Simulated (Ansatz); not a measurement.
Input:

```yaml
crystal:
  periodic: [false, false, false]
  atoms:
    - { symbol: B, position_ang: [0.427484, 1.776742, -0.67806] }
    - { symbol: H, position_ang: [0.40924, 2.761393, -0.000839] }
    - { symbol: C, position_ang: [1.889418, 1.168408, -1.039388] }
    - { symbol: H, position_ang: [2.043106, 1.949351, -1.897171] }
    - { symbol: H, position_ang: [2.692946, 1.387667, -0.319382] }
    - { symbol: H, position_ang: [2.238599, 0.188505, -1.602427] }
    - { symbol: C, position_ang: [-0.958412, 1.021111, -1.038271] }
    - { symbol: H, position_ang: [-0.753841, 0.087105, -1.545557] }
    - { symbol: H, position_ang: [-1.672043, 0.83606, -0.270628] }
    - { symbol: H, position_ang: [-1.473852, 1.690978, -1.766917] }
basis:
  gaussian: { orbitals: "6-31G*" }
hamiltonian:
  xc: pbe
  dispersion: d4
md:
  timestep: 0.5
  n_steps: 250
  ensemble: nvt_nose_hoover
  temperature: 400.0
  initial_velocities: maxwell_boltzmann
  seed: 912391
  masses: [{ species: H, mass: 3.016 }]
```

Command:

```bash
$ ansatz run input.yaml --threads 1 --pin off --max-ram 2048MiB --backend cpu --events-out ev --progress --plain --runs-dir out
```

Hardware: 1 thread of Arm Neoverse V2, with other jobs on the host.

Question: Roughly how long does this run take, and how much memory?

Answer: 5 min, with a peak of 0.1 GiB, for 251 ionic steps.
